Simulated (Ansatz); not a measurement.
The input, for Ansatz 0.2.0:

```yaml
crystal:
  periodic: [false, false, false]
  atoms:
    - {symbol: Sb, position_ang: [0.000000, -0.019641, 0.000000]}
    - {symbol: H, position_ang: [0.000000, 1.186306, -1.210269]}
    - {symbol: H, position_ang: [0.000000, 1.186365, 1.210211]}
basis:
  gaussian: {orbitals: def2-SVP}
total_charge: 1
magnetization: {spin_polarized: false}
correlation: {method: ccsd, electrons: all, diis_vectors: 2}
output: {forces: true}
```

```sh
$ ansatz run in.yaml --threads 1 --pin off --events-out ev --progress --plain --max-ram 2393MiB
```

Log:

```
436 factors; integrals over basis functions are off by at most 5.5e-4 eV
mean field evaluation 1: about -6533.0011 eV, gradient 6.9e0 eV
mean field evaluation 2: about -6533.0052 eV, gradient 6.9e0 eV
mean field evaluation 4: about -6533.2288 eV, gradient 2.9e-1 eV
mean field evaluation 8: about -6533.2288 eV, gradient 2.2e-3 eV
mean field evaluation 16: about -6533.2282 eV, gradient 3.0e-1 eV
mean field -6533.22880271 eV, -240.0917301179 hartree, gradient 6.3e-7 eV, S^2 0.000000; 0 other end points of the search recorded, 0 dependent functions left out; unrestricted orbitals would lower it
reference -6533.22880271 eV, -240.0917301179 hartree; 12, 12 occupied and 24, 24 virtual orbitals, 436 factors
second order -3.10107517 eV of doubles, -0.00000000 eV of singles
cycle   1  -3.53283208 eV  change   -4.3e-1 eV  update   6.1e-2
cycle   2  -3.75222944 eV  change   -2.2e-1 eV  update   2.5e-2
cycle   3  -3.76578333 eV  change   -1.4e-2 eV  update   7.2e-3
cycle   4  -3.76808959 eV  change   -2.3e-3 eV  update   2.3e-3
cycle   5  -3.76678161 eV  change    1.3e-3 eV  update   7.4e-4
cycle   6  -3.76681655 eV  change   -3.5e-5 eV  update   2.9e-4
cycle   7  -3.76649707 eV  change    3.2e-4 eV  update   1.2e-4
cycle   8  -3.76646228 eV  change    3.5e-5 eV  update   4.7e-5
cycle   9  -3.76640383 eV  change    5.8e-5 eV  update   2.0e-5
cycle  10  -3.76640355 eV  change    2.8e-7 eV  update   6.6e-6
cycle  11  -3.76640062 eV  change    2.9e-6 eV  update   2.7e-6
the calculation of the forces begins
Total energy: -6536.99520333 eV, -240.2301427879 hartree
Atom 0 at     0.000000    -0.019641     0.000000 Å, force    -0.000000     0.063869    -0.000002 eV/Å
Atom 1 at     0.000000     1.186306    -1.210269 Å, force     0.000000    -0.031935    -0.010030 eV/Å
Atom 2 at     0.000000     1.186365     1.210211 Å, force    -0.000000    -0.031934     0.010032 eV/Å
Dipole moment:    -0.000000     0.088551    -0.000002 e Å
```

Forces (eV/Å):
```
Sb   0.000  0.064  0.000
H    0.000 -0.032 -0.010
H    0.000 -0.032  0.010
```

Ran on 1 thread of Intel Xeon, shared host: 4.8 s wall, 0.11 GiB peak host memory.
